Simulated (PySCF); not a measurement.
## Vibration and rotation of MgB

ROHF-CCSD(T) constants of MgB, doublet, unpaired electrons π ↑ (PySCF, spin-free X2C with a Gaussian nucleus, basis sets Mg x2c-TZVPPall, B x2c-TZVPPall; masses 23.9850 and 11.0093 u):

- ωe: 353.9 cm⁻¹
- ωexe: 7.17 cm⁻¹
- Be: 0.39178 cm⁻¹
- αe: 0.00767 cm⁻¹
- D (centrifugal): 1.92e-06 cm⁻¹
- De to Mg + B: 0.445 eV

(1) Give the vibrational terms G(v) and spacings up to v = 6.

(2) How well does the Morse estimate ωe²/(4ωexe) reproduce De, and what is D0?

Correlated steps freeze 2 core orbitals. The state is the lowest determinant that a PBE0 search found; another state may lie lower at other levels.

Results:

(1) G(v) = ωe(v+½) − ωexe(v+½)².

| v | G(v) (cm⁻¹) | G(v) − G(v−1) | Bv (cm⁻¹) |
| --- | --- | --- | --- |
| 0 | 175 |  | 0.3879 |
| 1 | 515 | 340 | 0.3803 |
| 2 | 840 | 325 | 0.3726 |
| 3 | 1151 | 311 | 0.3649 |
| 4 | 1447 | 297 | 0.3573 |
| 5 | 1730 | 282 | 0.3496 |
| 6 | 1997 | 268 | 0.3419 |

(2) It gives 0.541 eV, 122 % of the computed De. D0 = De − G(0) = 0.445 − 0.022 = 0.423 eV.
